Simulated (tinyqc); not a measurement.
Worked calculation (part 3 of 3): UKS/PBE in the sto-3g basis, for BH2, spin multiplicity 2. Computed by tinyqc, a small Python program that keeps every step (integrals from PySCF). Command: `OMP_NUM_THREADS=1 python tinyqc.py 25918 25919 out.jsonl` (the two numbers bound the seeds that draw the settings). One thread of a shared host (Intel(R) Xeon(R) Processor @ 2.60GHz), about 4 s of CPU time with the checks.

Geometry (angstrom):
```
atom         x          y         z
B     0.000000   0.000000  0.000000
H     0.000000   1.337000  0.785000
H     0.000000  -1.337000  0.785000
```

## Iteration 8 (converged): orbitals

converged F(alpha) (hartree), order 1B 1s, 1B 2s, 1B 2px, 1B 2py, 1B 2pz, 2H 1s, 3H 1s:
$$\begin{pmatrix}
-6.298051 & -1.900488 & 0.000000 & 0.000000 & -0.000021 & -0.214883 & -0.214883 \\
-1.900488 & -0.827818 & 0.000000 & 0.000000 & 0.001683 & -0.231501 & -0.231501 \\
0.000000 & 0.000000 & -0.013830 & 0.000000 & 0.000000 & 0.000000 & 0.000000 \\
0.000000 & 0.000000 & 0.000000 & -0.042550 & 0.000000 & -0.146861 & 0.146861 \\
-0.000021 & 0.001683 & 0.000000 & 0.000000 & -0.042125 & -0.086536 & -0.086536 \\
-0.214883 & -0.231501 & 0.000000 & -0.146861 & -0.086536 & -0.148944 & -0.034521 \\
-0.214883 & -0.231501 & 0.000000 & 0.146861 & -0.086536 & -0.034521 & -0.148944
\end{pmatrix}$$

converged F(beta) (hartree), order 1B 1s, 1B 2s, 1B 2px, 1B 2py, 1B 2pz, 2H 1s, 3H 1s:
$$\begin{pmatrix}
-6.284632 & -1.894029 & 0.000000 & 0.000000 & -0.005529 & -0.214382 & -0.214382 \\
-1.894029 & -0.774392 & 0.000000 & 0.000000 & -0.056213 & -0.225943 & -0.225943 \\
0.000000 & 0.000000 & 0.024351 & 0.000000 & 0.000000 & 0.000000 & 0.000000 \\
0.000000 & 0.000000 & 0.000000 & -0.014469 & 0.000000 & -0.143617 & 0.143617 \\
-0.005529 & -0.056213 & 0.000000 & 0.000000 & 0.049966 & -0.087872 & -0.087872 \\
-0.214382 & -0.225943 & 0.000000 & -0.143617 & -0.087872 & -0.135869 & -0.033973 \\
-0.214382 & -0.225943 & 0.000000 & 0.143617 & -0.087872 & -0.033973 & -0.135869
\end{pmatrix}$$

X, order 1B 1s, 1B 2s, 1B 2px, 1B 2py, 1B 2pz, 2H 1s, 3H 1s:
$$\begin{pmatrix}
-0.418017 & 0.000000 & 0.720799 & 0.000000 & -0.568536 & 0.000000 & 0.263236 \\
0.964108 & 0.000000 & -0.310513 & 0.000000 & -0.275982 & 0.000000 & 0.498205 \\
0.000000 & 0.000000 & 0.000000 & 1.000000 & 0.000000 & 0.000000 & 0.000000 \\
0.000000 & 0.934952 & 0.000000 & 0.000000 & 0.000000 & 0.606272 & 0.000000 \\
0.437678 & 0.000000 & 0.648853 & 0.000000 & 0.650026 & 0.000000 & 0.220325 \\
-0.644340 & -0.688723 & -0.245743 & 0.000000 & 0.198718 & 0.411512 & 0.362167 \\
-0.644340 & 0.688723 & -0.245743 & 0.000000 & 0.198718 & -0.411512 & 0.362167
\end{pmatrix}$$

Diagonalise F' = X^T F X, C = X C', fill 4 alpha and 3 beta electrons from the bottom; D(s) = C_occ C_occ^T. Each column has its largest component positive (the first on a tie).

F' = X^T F X (alpha) (hartree):
$$\begin{pmatrix}
-0.055756 & 0.000000 & 0.772325 & 0.000000 & -0.653531 & 0.000000 & 0.413216 \\
0.000000 & 0.232525 & 0.000000 & 0.000000 & 0.000000 & 0.050377 & 0.000000 \\
0.772325 & 0.000000 & -2.405064 & 0.000000 & 2.432958 & 0.000000 & -1.573946 \\
0.000000 & 0.000000 & 0.000000 & -0.013830 & 0.000000 & 0.000000 & 0.000000 \\
-0.653531 & 0.000000 & 2.432958 & 0.000000 & -2.624879 & 0.000000 & 1.718887 \\
0.000000 & 0.050377 & 0.000000 & 0.000000 & 0.000000 & -0.200953 & 0.000000 \\
0.413216 & 0.000000 & -1.573946 & 0.000000 & 1.718887 & 0.000000 & -1.466817
\end{pmatrix}$$

orbital energies (alpha) (hartree): MO1 -6.306022, MO2 -0.331047, MO3 -0.206731, MO4 -0.100717, MO5 -0.013830, MO6 0.185271, MO7 0.238302

coefficients C (alpha), order 1B 1s, 1B 2s, 1B 2px, 1B 2py, 1B 2pz, 2H 1s, 3H 1s:
$$\begin{pmatrix}
0.988742 & -0.249622 & 0.000000 & 0.137764 & 0.000000 & -0.167080 & 0.000000 \\
0.040960 & 0.754509 & 0.000000 & -0.527132 & 0.000000 & 0.708142 & 0.000000 \\
0.000000 & 0.000000 & 0.000000 & 0.000000 & 1.000000 & 0.000000 & 0.000000 \\
0.000000 & 0.000000 & 0.495795 & 0.000000 & 0.000000 & 0.000000 & 0.997942 \\
0.002387 & 0.051526 & 0.000000 & 0.752106 & 0.000000 & 0.717862 & 0.000000 \\
-0.007156 & 0.299498 & 0.487305 & 0.315541 & 0.000000 & -0.675945 & -0.637350 \\
-0.007156 & 0.299498 & -0.487305 & 0.315541 & 0.000000 & -0.675945 & 0.637350
\end{pmatrix}$$

F' = X^T F X (beta) (hartree):
$$\begin{pmatrix}
-0.038612 & 0.000000 & 0.760121 & 0.000000 & -0.665787 & 0.000000 & 0.415115 \\
0.000000 & 0.260600 & 0.000000 & 0.000000 & 0.000000 & 0.058981 & 0.000000 \\
0.760121 & 0.000000 & -2.335044 & 0.000000 & 2.491342 & 0.000000 & -1.586600 \\
0.000000 & 0.000000 & 0.000000 & 0.024351 & 0.000000 & 0.000000 & 0.000000 \\
-0.665787 & 0.000000 & 2.491342 & 0.000000 & -2.551751 & 0.000000 & 1.705992 \\
0.000000 & 0.058981 & 0.000000 & 0.000000 & 0.000000 & -0.183152 & 0.000000 \\
0.415115 & 0.000000 & -1.586600 & 0.000000 & 1.705992 & 0.000000 & -1.452462
\end{pmatrix}$$

orbital energies (beta) (hartree): MO1 -6.292360, MO2 -0.305438, MO3 -0.190857, MO4 0.011283, MO5 0.024351, MO6 0.208646, MO7 0.268306

coefficients C (beta), order 1B 1s, 1B 2s, 1B 2px, 1B 2py, 1B 2pz, 2H 1s, 3H 1s:
$$\begin{pmatrix}
0.988964 & -0.230402 & 0.000000 & -0.188813 & 0.000000 & -0.141529 & 0.000000 \\
0.040228 & 0.685089 & 0.000000 & 0.708634 & 0.000000 & 0.614141 & 0.000000 \\
0.000000 & 0.000000 & 0.000000 & 0.000000 & 1.000000 & 0.000000 & 0.000000 \\
0.000000 & 0.000000 & 0.480046 & 0.000000 & 0.000000 & 0.000000 & 1.005613 \\
0.003581 & 0.165905 & 0.000000 & -0.642686 & 0.000000 & 0.801915 & 0.000000 \\
-0.007176 & 0.329927 & 0.497264 & -0.354005 & 0.000000 & -0.641868 & -0.629611 \\
-0.007176 & 0.329927 & -0.497264 & -0.354005 & 0.000000 & -0.641868 & 0.629611
\end{pmatrix}$$

D(alpha) after iteration 8, order 1B 1s, 1B 2s, 1B 2px, 1B 2py, 1B 2pz, 2H 1s, 3H 1s:
$$\begin{pmatrix}
1.058900 & -0.220463 & 0.000000 & 0.000000 & 0.093111 & -0.038366 & -0.038366 \\
-0.220463 & 0.848830 & 0.000000 & 0.000000 & -0.357485 & 0.059349 & 0.059349 \\
0.000000 & 0.000000 & 0.000000 & 0.000000 & 0.000000 & 0.000000 & 0.000000 \\
0.000000 & 0.000000 & 0.000000 & 0.245813 & 0.000000 & 0.241604 & -0.241604 \\
0.093111 & -0.357485 & 0.000000 & 0.000000 & 0.568324 & 0.252736 & 0.252736 \\
-0.038366 & 0.059349 & 0.000000 & 0.241604 & 0.252736 & 0.426783 & -0.048150 \\
-0.038366 & 0.059349 & 0.000000 & -0.241604 & 0.252736 & -0.048150 & 0.426783
\end{pmatrix}$$

D(beta) after iteration 8, order 1B 1s, 1B 2s, 1B 2px, 1B 2py, 1B 2pz, 2H 1s, 3H 1s:
$$\begin{pmatrix}
1.031135 & -0.118062 & 0.000000 & 0.000000 & -0.034683 & -0.083113 & -0.083113 \\
-0.118062 & 0.470965 & 0.000000 & 0.000000 & 0.113803 & 0.225741 & 0.225741 \\
0.000000 & 0.000000 & 0.000000 & 0.000000 & 0.000000 & 0.000000 & 0.000000 \\
0.000000 & 0.000000 & 0.000000 & 0.230444 & 0.000000 & 0.238710 & -0.238710 \\
-0.034683 & 0.113803 & 0.000000 & 0.000000 & 0.027537 & 0.054711 & 0.054711 \\
-0.083113 & 0.225741 & 0.000000 & 0.238710 & 0.054711 & 0.356175 & -0.138368 \\
-0.083113 & 0.225741 & 0.000000 & -0.238710 & 0.054711 & -0.138368 & 0.356175
\end{pmatrix}$$

## Convergence

Stop when the energy changes by less than 1e-08 hartree and every element of the error matrix X^T (F D S - S D F) X (for each spin) is below 3e-05.

Course of the cycle:
```
iteration   E (hartree)     change  largest element of the error matrix
1          -23.98450315          -                             3.13e-01
2          -24.91887736  -9.34e-01                             2.72e-01
3          -25.44337800  -5.25e-01                             2.28e-02
4          -25.44577787  -2.40e-03                             9.45e-03
5          -25.44607898  -3.01e-04                             2.96e-03
6          -25.44610711  -2.81e-05                             4.97e-04
7          -25.44610791  -8.00e-07                             1.52e-05
8          -25.44610791  -4.62e-10                             7.67e-06
```

PySCF UKS in the same basis, fine grid, after a stability check = -25.44636480 hartree

Converged in 8 iterations. The coarse grid moves the energy by +2.57e-04 hartree.

## Populations, bond orders and dipole

overlap S, order 1B 1s, 1B 2s, 1B 2px, 1B 2py, 1B 2pz, 2H 1s, 3H 1s:
$$\begin{pmatrix}
1.000000 & 0.269328 & 0.000000 & 0.000000 & 0.000000 & 0.029683 & 0.029683 \\
0.269328 & 1.000000 & 0.000000 & 0.000000 & 0.000000 & 0.308899 & 0.308899 \\
0.000000 & 0.000000 & 1.000000 & 0.000000 & 0.000000 & 0.000000 & 0.000000 \\
0.000000 & 0.000000 & 0.000000 & 1.000000 & 0.000000 & 0.306390 & -0.306390 \\
0.000000 & 0.000000 & 0.000000 & 0.000000 & 1.000000 & 0.179892 & 0.179892 \\
0.029683 & 0.308899 & 0.000000 & 0.306390 & 0.179892 & 1.000000 & 0.035468 \\
0.029683 & 0.308899 & 0.000000 & -0.306390 & 0.179892 & 0.035468 & 1.000000
\end{pmatrix}$$

Mulliken: Z minus the diagonal of D S on the atom; Loewdin: the same with S^(1/2) D S^(1/2); Mayer order: 2 sum_s sum (D(s) S)_ij (D(s) S)_ji over the two atoms.

Charges (e):
```
atom   Mulliken    Loewdin  Mulliken spin
1B     0.126542   0.129011       0.879506
2H    -0.063271  -0.064506       0.060247
3H    -0.063271  -0.064506       0.060247
```

Mayer bond orders:
```
pair     order
2-1   0.958774
3-1   0.958774
3-2   0.033593
```

dipole moment about the origin, x y z (debye): [0.000000, 0.000000, -0.256624]

<S^2> of the determinant (pure state: 0.75) = 0.750478
